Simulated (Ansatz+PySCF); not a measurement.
doublet OH: levels of theory in one basis

```yaml
atoms:
  - { symbol: O, position_ang: [0.0000, 0.0000, -0.1031] }
  - { symbol: H, position_ang: [0.0000, 0.0000, 0.8245] }
```

Basis set: 6-31G (spherical functions). Frozen core: 1 orbital. Correlation on ROHF uses semicanonical orbitals with singles. Charge 0, multiplicity 2.

Computed with Ansatz (development build ahead of 0.2.0) and PySCF 2.14.0; each method stands on the lowest determinant of its kind that the runs found.

| method | E − E(ROHF) (eV) | <S²> of the determinant |
| --- | --- | --- |
| ROHF | 0.00 | – |
| UHF | -0.03 | 0.75 |
| ROHF-MP2 | -2.38 | – |
| UHF-MP2 | -2.39 | 0.75 |
| ROHF-CCSD | -2.64 | – |
| ROHF-CCSD(T) | -2.66 | – |
| full CI (lowest root of this spin) | -2.66 | – |

Task: Is a single determinant a sound starting point here?

Result: By this sign, yes. Unrestricted orbitals gain 0.03 eV and <S²> is 0.75 against 0.75 for a pure state.
